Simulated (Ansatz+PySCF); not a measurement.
Values are calculated unless marked as measured or tabulated.
Input for Ansatz (development build ahead of 0.2.0):

```yaml
crystal:
  periodic: [false, false, false]
  atoms:
    - { symbol: Li, position_ang: [0.0, 0.0, 0.0] }
    - { symbol: Al, position_ang: [1.41781, 1.89042, 4.09287] }
basis:
  gaussian: { orbitals: "6-31G" }
total_charge: 1
magnetization:
  initial_magnetization: 1
hamiltonian:
  xc: hf
correlation:
  method: fci
  frozen_orbitals: { Al: 5, Li: 0 }
```

The input is written out in the form of the current development build from the run's settings.

Output:

```
Converged    : yes
Total energy : -249.14918 hartree
State        : lowest doublet root, of any spatial symmetry
```
